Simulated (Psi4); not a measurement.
# SF (Monosulfur monofluoride), step by step

Wanted: a geometry optimisation (UHF-3c/MINIX), then the harmonic vibrations, then a single-point energy (UCCSD(T)/cc-pVDZ) of SF (Monosulfur monofluoride). 

Program for the calculation: Psi4 1.11.

### Step 1. The molecule

SF has 2 atoms, charge 0, and is taken as a doublet. As SMILES, `F[S]`. The shape is that of a GFN2-xTB optimisation. The run starts from this shape.

Bond lengths: F1–S2 1.627 Å.

### Step 2. A geometry optimisation at UHF-3c/MINIX (density fitting) (run 1)

The input, calc.py:

```python
import psi4

psi4.set_memory('1600 MB')
psi4.set_num_threads(1)
psi4.core.set_output_file('output.dat', False)

geom = psi4.geometry("""
0 2
F      0.000000     0.000000     0.000000
S      0.000000     0.000000     1.626530
""")

options = {'reference': 'uks', 'geom_maxiter': 60}
psi4.set_options(options)

E, wfn = psi4.optimize("hf-3c", return_wfn=True)
print('E =', round(E, 9))
print(geom.to_string(dtype='xyz', units='Angstrom'))
for k, v in sorted(psi4.core.scalar_variables().items()):
    print(f'{k:45s} {v:18.10f}')
```

Command:

```console
$ python calc.py
```

output.dat:

```text
[...]
  Running in c2v symmetry.
[...]
  Nuclear repulsion =   46.849131793744959
[...]
  Multiplicity = 2
[...]
  Nalpha       = 13
  Nbeta        = 12
[...]
    Number of basis functions: 19
[...]
   @DF-UKS iter   1:  -494.34581127140115   -6.25259e-01   1.38601e-02 ADIIS/DIIS
[...]
   @DF-UKS iter   9:  -494.36877355305904   -2.84217e-13   5.44183e-09 DIIS
[...]
   @S^2 Observed:                7.586268430E-01
[...]
    Orbital Energies [Eh]
    ---------------------
    Alpha Occupied:
       1A1   -91.396649     2A1   -26.054913     3A1    -9.009992
       1B1    -6.670270     4A1    -6.655988     1B2    -6.649699
       5A1    -1.634500     6A1    -0.962773     2B1    -0.706445
       2B2    -0.687976     7A1    -0.638972     3B1    -0.441525
       3B2    -0.386101
    Alpha Virtual:
       8A1     0.193925     1A2     0.831453     9A1     0.831611
       4B1     0.848905     4B2     0.893766    10A1     1.145964
    Beta Occupied:
[...]
  @DF-UKS Final Energy:  -494.36877355305904
   => Energetics <=
    Nuclear Repulsion Energy =             49.0237683854458695
    One-Electron Energy =                -783.6585827537942350
    Two-Electron Energy =                 240.2970186816293392
    Total Energy =                       -494.3687735530590999
  UHF NO Occupations:
  HONO-2 :    2 B1 1.9998784
  HONO-1 :    7 A1 1.9958295
[...]
 Multipole Moments:
 ------------------------------------------------------------------------------------
     Multipole            Electronic (a.u.)      Nuclear  (a.u.)        Total (a.u.)
 ------------------------------------------------------------------------------------
 L = 1.  Multiply by 2.5417464519 to convert [e a0] to [Debye]
 Dipole X            :          0.0000000            0.0000000            0.0000000
 Dipole Y            :          0.0000000            0.0000000            0.0000000
 Dipole Z            :         -0.5554037            0.9350687            0.3796650
 Magnitude           :                                                    0.3796650
[...]
  -Total Gradient:
     Atom            X                  Y                   Z
    ------   -----------------  -----------------  -----------------
       1        0.000000000000     0.000000000000     0.000158323510
       2       -0.000000000000    -0.000000000000    -0.000158323515
[...]
    Final optimized geometry and variables:
    Molecular point group: c2v
    Full point group: C_inf_v
    Geometry (in Angstrom), charge = 0, multiplicity = 2:
    F            0.000000000000     0.000000000000    -0.975009907960
    S            0.000000000000     0.000000000000     0.579369138084
[...]
```

On the terminal:

```text
Some dependencies such as QCElemental have not yet finished migration to pydantic v2. If issues are encountered please downgrade pydantic or upgrade QCElemental as appropriate
Optimizer: Optimization complete!
E = -494.368773553
2
0 2 FS
F                     0.000000000000     0.000000000000    -0.975009907960
S                     0.000000000000     0.000000000000     0.579369138084

CURRENT ENERGY                                   -494.3687735531
CURRENT REFERENCE ENERGY                         -494.3687735531
DD SOLVATION ENERGY                                 0.0000000000
DISPERSION CORRECTION ENERGY                       -0.0027886940
HF KINETIC ENERGY                                 494.3288046252
HF POTENTIAL ENERGY                              -988.6975781782
HF TOTAL ENERGY                                  -494.3377956867
HF VIRIAL RATIO                                     2.0000808549
HF3C DISPERSION CORRECTION ENERGY                  -0.0027886940
NUCLEAR REPULSION ENERGY                           49.0237683854
ONE-ELECTRON ENERGY                              -783.6585827538
OPTIMIZATION ITERATIONS                             5.0000000000
PCM POLARIZATION ENERGY                             0.0000000000
PE ENERGY                                           0.0000000000
SCF ITERATION ENERGY                             -494.3687735531
SCF ITERATIONS                                      9.0000000000
SCF TOTAL ENERGY                                 -494.3687735531
TWO-ELECTRON ENERGY                               240.2970186816
```

Run time: 3.9 s. Hardware: 1 thread of AMD EPYC 9R45 (Zen 5), shared host; peak memory 0.21 GiB.

The path in brief:

```tsv
step	energy from the first frame kept (eV)	largest force (eV/Å)
0	0.0000	2.1744
1	-0.0732	0.8261
2	-0.0828	0.1891
3	-0.0833	0.0387
4	-0.0833	0.0081
```

After the run. Bond lengths: F1–S2 1.554 Å.

### Step 3. The harmonic vibrations at UHF-3c/MINIX (density fitting) (run 2)

The input, job.inp:

```
memory 1600 MB

molecule geom {
  0 2
  F
  S 1 1.554379
  units angstrom
  symmetry c1
}

set reference uks
set t 298.15
set rotational_symmetry_number 1

e = frequencies('hf-3c')
print_variables()
```

Command:

```console
$ psi4 -n 1 job.inp job.out
```

job.out:

```text
[...]
  Running in c1 symmetry.
[...]
  Nuclear repulsion =   49.023769837652210
[...]
  Multiplicity = 2
[...]
  Nalpha       = 13
  Nbeta        = 12
[...]
    Number of basis functions: 19
[...]
   @DF-UKS iter   1:  -494.34991619321471   -4.88792e-01   8.53859e-03 DIIS/ADIIS
[...]
  -Total Gradient:
     Atom            X                  Y                   Z
    ------   -----------------  -----------------  -----------------
       1        0.000000000000    -0.000000000000     0.000158365711
       2       -0.000000000000     0.000000000000    -0.000158365711
[...]
   @DF-UKS iter  12:  -494.36877355316648   -1.70530e-13   5.29759e-09 DIIS
[...]
   @S^2 Observed:                7.586268388E-01
[...]
    Orbital Energies [Eh]
    ---------------------
    Alpha Occupied:
       1A    -91.396649     2A    -26.054913     3A     -9.009992
       4A     -6.670270     5A     -6.655988     6A     -6.649699
       7A     -1.634500     8A     -0.962773     9A     -0.706445
      10A     -0.687976    11A     -0.638972    12A     -0.441525
      13A     -0.386101
    Alpha Virtual:
      14A      0.193925    15A      0.831453    16A      0.831611
      17A      0.848905    18A      0.893766    19A      1.145964
    Beta Occupied:
[...]
  @DF-UKS Final Energy:  -494.36877355316648
   => Energetics <=
    Nuclear Repulsion Energy =             49.0237698376522104
    One-Electron Energy =                -783.6585855074223446
    Two-Electron Energy =                 240.2970199908554605
    Total Energy =                       -494.3687735531664771
  UHF NO Occupations:
  HONO-2 :   11  A 1.9998784
  HONO-1 :   12  A 1.9958295
[...]
 Multipole Moments:
 ------------------------------------------------------------------------------------
     Multipole            Electronic (a.u.)      Nuclear  (a.u.)        Total (a.u.)
 ------------------------------------------------------------------------------------
 L = 1.  Multiply by 2.5417464519 to convert [e a0] to [Debye]
 Dipole X            :         -0.0000000            0.0000000           -0.0000000
 Dipole Y            :          0.0000000            0.0000000            0.0000000
 Dipole Z            :         -0.5554037            0.9350687            0.3796650
 Magnitude           :                                                    0.3796650
[...]
  ==> Harmonic Vibrational Analysis <==
[...]
  Freq [cm^-1]                 913.9498
[...]
  Total E_0, Enthalpy at 0 [K]                                                         -494.36669142 [Eh]
[...]
  Total H, Enthalpy at  298.15 [K]                                                     -494.36333556 [Eh]
[...]
  Total G, Gibbs energy at  298.15 [K]                                                 -494.38845533 [Eh]
[...]
```

It took 3.9 s on 1 thread of AMD EPYC 9R45 (Zen 5), shared host; peak memory 0.23 GiB.

### Step 4. The energy at UCCSD(T)/cc-pVDZ (run 3)

The input, fs.xyz:

```xyz
2
FS
F      0.000000     0.000000     0.045258
S      0.000000     0.000000     1.599637
```

The input, job.py:

```python
import psi4

psi4.set_memory(1600000000)
psi4.set_num_threads(1)
psi4.set_output_file('run.log', False)

with open('fs.xyz') as f:
    atoms = ''.join(f.readlines()[2:])
mol = psi4.geometry('0 2\n' + atoms + '')

psi4.set_options({
    'reference': 'uhf',
    'scf_type': 'pk',
    'freeze_core': True,
})

e_tot, wfn = psi4.energy("ccsd(t)/cc-pVDZ", return_wfn=True)
print(f'ccsd(t)/cc-pVDZ energy: {e_tot:.10f} Eh')
```

Command:

```console
$ python job.py
```

run.log:

```text
[...]
  Running in c2v symmetry.
[...]
  Nuclear repulsion =   49.023769837652210
[...]
  Multiplicity = 2
[...]
  Nalpha       = 13
  Nbeta        = 12
[...]
    Number of basis functions: 32
[...]
   @UHF iter   1:  -496.88068762325236   -4.21495e-01   1.11737e-02 ADIIS/DIIS
[...]
   @UHF iter  14:  -496.90497508257636   -2.84217e-13   3.89670e-09 DIIS
[...]
   @S^2 Observed:                7.608139498E-01
[...]
    Orbital Energies [Eh]
    ---------------------
    Alpha Occupied:
       1A1   -92.053413     2A1   -26.338516     3A1    -9.050868
       1B1    -6.745011     4A1    -6.729525     1B2    -6.723351
       5A1    -1.660240     6A1    -0.984033     2B1    -0.737938
       2B2    -0.721264     7A1    -0.679397     3B1    -0.459015
       3B2    -0.396778
    Alpha Virtual:
       8A1     0.132449     4B1     0.613931     9A1     0.620142
       4B2     0.654439    10A1     0.679772     1A2     0.747105
      11A1     0.747253     5B1     0.775953     5B2     0.820481
      12A1     1.048172     6B1     1.511321     6B2     1.522560
[...]
  @UHF Final Energy:  -496.90497508257636
   => Energetics <=
    Nuclear Repulsion Energy =             49.0237698376522104
    One-Electron Energy =                -786.0460365061510402
    Two-Electron Energy =                 240.1172915859224304
    Total Energy =                       -496.9049750825763567
  UHF NO Occupations:
  HONO-2 :    2 B1 1.9995755
  HONO-1 :    7 A1 1.9951132
[...]
 Multipole Moments:
 ------------------------------------------------------------------------------------
     Multipole            Electronic (a.u.)      Nuclear  (a.u.)        Total (a.u.)
 ------------------------------------------------------------------------------------
 L = 1.  Multiply by 2.5417464519 to convert [e a0] to [Debye]
 Dipole X            :          0.0000000            0.0000000            0.0000000
 Dipole Y            :          0.0000000            0.0000000            0.0000000
 Dipole Z            :         -0.4434818            0.9350687            0.4915869
 Magnitude           :                                                    0.4915869
[...]
      * MP2 total energy                      = -497.195446019198414
[...]
      * CCSD total energy                     = -497.213720546316324
[...]
      * CCSD(T) total energy                     = -497.219738676122972
```

On the terminal:

```text
ccsd(t)/cc-pVDZ energy: -497.2197386761 Eh
```

Run time: 4.5 s. Hardware: 1 thread of AMD EPYC 9R45 (Zen 5), shared host; peak memory 0.28 GiB.

### Step 5. What came out

| quantity | value |
| --- | --- |
| run 1, UHF-3c/MINIX: total energy at the end | -494.36877 Eh |
| run 1, UHF-3c/MINIX: dipole moment | 0.97 D |
| run 1, UHF-3c/MINIX: HOMO energy (highest over α and β) | -10.01 eV |
| run 1, UHF-3c/MINIX: LUMO energy (lowest over α and β) | 0.88 eV |
| run 1, UHF-3c/MINIX: bond length | 1.554 Å |
| run 1, UHF-3c/MINIX: ⟨S²⟩ | 0.759 |
| run 2, UHF-3c/MINIX: harmonic wavenumber | 914 cm⁻¹ |
| run 2, UHF-3c/MINIX: zero-point energy | 5.5 kJ/mol |
| run 2, UHF-3c/MINIX: ideal-gas entropy at 298.15 K (symmetry number 1 as used) | 52.9 cal/(mol K) |
| run 3, UCCSD(T)/cc-pVDZ: total energy | -497.21974 Eh |
| run 3, UCCSD(T)/cc-pVDZ: HOMO energy (Hartree–Fock orbitals) (highest over α and β) | -10.24 eV |
| run 3, UCCSD(T)/cc-pVDZ: LUMO energy (Hartree–Fock orbitals) (lowest over α and β) | 0.42 eV |
| run 3, UCCSD(T)/cc-pVDZ: correlation energy (6 core orbitals frozen) | -314.8 mEh |
| run 3, UCCSD(T)/cc-pVDZ: (T) correction | -6.02 mEh |
| run 3, UCCSD(T)/cc-pVDZ: ⟨S²⟩ of the reference determinant | 0.761 |
| run 3, UCCSD(T)/cc-pVDZ: T1 diagnostic | 0.025 |

In words: The optimisation (run 1, UHF-3c/MINIX) took 5 steps and changed the energy by -0.083 eV. The one mode (run 2, UHF-3c/MINIX) is real, so the shape is a minimum at this level. The triples (run 3, UCCSD(T)/cc-pVDZ) make up 1.9 % of the correlation energy.
